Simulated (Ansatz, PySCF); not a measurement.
Breaking a bond: OH, doublet. Each curve is given relative to its own lowest point near equilibrium.

| R / Å | A | B | C |
|---|---|---|---|
| 0.73 | 249.2 | 275.4 | 273.4 |
| 0.77 | 151.7 | 174.0 | 171.8 |
| 0.83 | 60.0 | 76.1 | 74.0 |
| 0.88 | 19.5 | 30.3 | 28.5 |
| 0.92 | 4.1 | 10.2 | 9.0 |
| 0.95 | 0.0 | 2.6 | 1.8 |
| 0.97 | 0.2 | 0.3 | 0.0 |
| 0.99 | 2.4 | 0.0 | 0.1 |
| 1.03 | 11.8 | 4.2 | 5.4 |
| 1.06 | 22.4 | 10.9 | 12.8 |
| 1.15 | 66.2 | 42.8 | 47.0 |
| 1.23 | 113.4 | 80.1 | 86.0 |
| 1.32 | 165.6 | 126.4 | 133.3 |
| 1.47 | 222.9 | 204.1 | 209.7 |
| 1.59 | 245.3 | 260.1 | 263.4 |
| 1.73 | 258.0 | 311.5 | — |
| 1.92 | 265.0 | 357.3 | — |
| 2.13 | 267.5 | 386.3 | — |
| 2.36 | 268.3 | 403.8 | — |
| 2.62 | 268.6 | 414.3 | — |
| 2.92 | 268.7 | 420.2 | — |
| 3.39 | 268.9 | 423.7 | — |
| 3.88 | 269.0 | 424.7 | — |

Energies in kJ/mol.

Assign the columns to these levels of theory: CCSD on ROHF/cc-pVDZ, frozen core in Ansatz (a first-principles code); UHF/cc-pVDZ (Ansatz); unrestricted B3LYP/6-31G*, spherical d (PySCF 2.14.0).

A is UHF; B is UKS-B3LYP/6-31G*; C is ROCCSD.

Dashes: no converged value, or the column stops at the first point that the program doubted or that broke a chosen test of continuity, which isn't proof of a fault.

The unrestricted determinant behind UHF is spin-contaminated at 1.32 to 3.88 Å (<S²> up to 1.8, against 0.75 for a pure doublet). The T1 diagnostic of CCSD on the restricted reference of ROCCSD exceeds 0.045 at 1.73 to 1.92 Å. The unrestricted determinant behind UKS-B3LYP/6-31G* is spin-contaminated at 1.59 to 3.88 Å (<S²> up to 1.8, against 0.75 for a pure doublet).
